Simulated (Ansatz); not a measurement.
This geometry of C₃H₅ClO (10 atoms, charge 0, multiplicity 1) is a first-order saddle point.

The calculation used Ansatz, RKS B3LYP/def2-SVP.

```xyz
10
Properties=species:S:1:pos:R:3
C -0.908 -0.561 0.574
C 0.493 -0.064 0.223
Cl 1.627 -1.404 -0.285
C 0.535 0.958 -0.914
O -0.440 1.455 -1.410
H -1.167 -0.312 1.614
H -1.644 -0.086 -0.091
H -0.980 -1.650 0.458
H 0.997 0.400 1.086
H 1.570 1.213 -1.252
```

Question: Which two structures does it join? (They come from a converged band through this point; their orientation in space is the band's.)

Answer: No bond is made or broken. The dihedral H8–C1–C2–Cl3 goes from 60 to -61°. The two ends are copies of one structure, up to a mirror image or an exchange of like atoms.

Initial state:

```xyz
10
Properties=species:S:1:pos:R:3
C -0.893 -0.583 0.543
C 0.505 -0.135 0.167
Cl 1.450 -1.465 -0.646
C 0.540 1.060 -0.779
O -0.428 1.718 -1.053
H -1.427 0.251 1.024
H -1.460 -0.877 -0.351
H -0.856 -1.433 1.239
H 1.099 0.130 1.058
H 1.552 1.283 -1.200
```

Final state:

```xyz
10
Properties=species:S:1:pos:R:3
C -0.895 -0.553 0.571
C 0.490 -0.033 0.243
Cl 1.653 -1.385 -0.135
C 0.529 0.915 -0.951
O -0.454 1.367 -1.474
H -0.865 -1.213 1.449
H -1.563 0.297 0.783
H -1.313 -1.109 -0.280
H 0.940 0.494 1.101
H 1.561 1.167 -1.304
```

Question: How far does it lie above each of them?

Answer: 0.131 eV above the first and 0.131 eV above the second. This is the barrier of this one path; another mechanism may lie lower.

Run time: 2.7 min on 2 threads of Intel(R) Xeon(R) Platinum 8488C (Sapphire Rapids), with other jobs on the host, peak memory 0.23 GiB.
